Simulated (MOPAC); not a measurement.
MOPAC input (PM6):

```
PM6 FORCE THERMO(298,298) PRECISE LET UHF MS=0.5 GEO-OK AUX(PRECISION=9) THREADS=1
C6H5

C    -0.00672381 1    1.34578754 1   -0.00432417 1
C     1.23956190 1    0.78739156 1   -0.00310905 1
C     1.22706048 1   -0.62207244 1    0.00142867 1
C     0.00624244 1   -1.31646634 1    0.00423012 1
C    -1.22127720 1   -0.63398158 1    0.00260727 1
C    -1.24750105 1    0.77531192 1   -0.00191191 1
H     2.15575864 1    1.36504987 1   -0.00539317 1
H     2.16680020 1   -1.16962579 1    0.00275167 1
H     0.01150798 1   -2.40482272 1    0.00772708 1
H    -2.15562848 1   -1.19064761 1    0.00483247 1
H    -2.16929225 1    1.34400021 1   -0.00331122 1
```

Problem. Which zero-point energy does it print?

Solution. 51.31 kcal/mol, from the harmonic wavenumbers of PM6.
